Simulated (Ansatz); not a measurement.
System: diamond. Method: r²SCAN (PAW; Ansatz, a first-principles code).

Run with plane-wave cutoff 600 eV, 16×16×16 k mesh, scalar-relativistic PAW data made under PBE.

The cell has the measured lattice: a = b = c = 3.567 Å, α = β = γ = 90.00°.

Problem. What does this level give for the elastic constant C12, Voigt–Reuss–Hill bulk modulus, elastic constant C11, elastic constant C44 and Poisson ratio?

Solution. 
- elastic constant C12: 113 GPa
- Voigt–Reuss–Hill bulk modulus: 441 GPa
- elastic constant C11: 1098 GPa
- elastic constant C44: 579 GPa
- Poisson ratio: 0.064

Measured, for comparison: elastic constant C12 125 GPa, elastic constant C11 1081 GPa, elastic constant C44 579 GPa (low temperature, zero-point motion not removed; as tabulated in Tanner et al. (2021), arXiv:2110.11888). Computed (rounded) less measured: elastic constant C12 -10 %, elastic constant C11 +2 %, elastic constant C44 0.0 %.

Note: the cell isn't this level's own, so it is under some stress, which shifts stiffness and frequencies.

Elastic constants are with the ions relaxed.

Computing time: roughly 100 core-seconds.
